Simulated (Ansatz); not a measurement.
Geometry optimisation, RKS r2SCAN/6-31G* in Ansatz 0.2.0.

Input:

```yaml
crystal:
  periodic: [false, false, false]
  atoms:
    - { symbol: Si, position_ang: [0.066753, 0.032036, 0.028456] }
    - { symbol: H, position_ang: [0.390647, 0.012298, 1.44855] }
    - { symbol: H, position_ang: [1.513719, 0.07435, -0.107267] }
    - { symbol: "N", position_ang: [-0.693792, 1.416323, -0.679981] }
    - { symbol: H, position_ang: [-1.70506, 1.459803, -0.653064] }
    - { symbol: H, position_ang: [-0.30607, 2.343822, -0.557769] }
    - { symbol: C, position_ang: [-0.815084, -1.514844, -0.571357] }
    - { symbol: H, position_ang: [-1.356226, -2.014209, 0.239665] }
    - { symbol: H, position_ang: [-1.531404, -1.26644, -1.365407] }
    - { symbol: H, position_ang: [-0.099582, -2.233639, -0.988326] }
basis:
  gaussian: { orbitals: "6-31G*" }
hamiltonian:
  xc: r2scan
relax:
  f_tol: 0.03
  max_steps: 50
output:
  orbitals: {}
```

Launched with:

```bash
$ ansatz run input.yaml --threads 1 --pin off --max-ram 2048MiB --backend cpu --events-out ev --progress --plain --runs-dir out
```

Problem. Where does it end, and by what steps?

Solution. It converged. After 10 steps the energy has fallen by 0.483 eV; H9 moved furthest, 0.74 Å.

```
step  energy less start (eV)  largest force component (eV/Å)  accepted
   0                  0.0000                           1.460       yes
   1                 -0.3912                           0.339       yes
   2                 -0.3907                           0.452        no
   3                 -0.4261                           0.114       yes
   4                 -0.4318                           0.079       yes
   5                 -0.4392                           0.288       yes
   6                 -0.4476                           0.246       yes
   7                 -0.4657                           0.299       yes
   8                 -0.4734                           0.563       yes
   9                 -0.4798                           0.185       yes
  10                 -0.4830                           0.029       yes
```

```xyz
10
Properties=species:S:1:pos:R:3
Si 0.118 0.034 -0.031
H 0.370 -0.078 1.447
H 1.452 0.169 -0.684
N -0.801 1.420 -0.536
H -1.743 1.533 -0.176
H -0.331 2.318 -0.543
C -0.761 -1.525 -0.584
H -1.749 -1.621 -0.114
H -0.907 -1.522 -1.670
H -0.183 -2.418 -0.315
```

Time of the run: 43 s on 1 thread of Arm Neoverse V1 (shared host), peak memory 0.14 GiB.
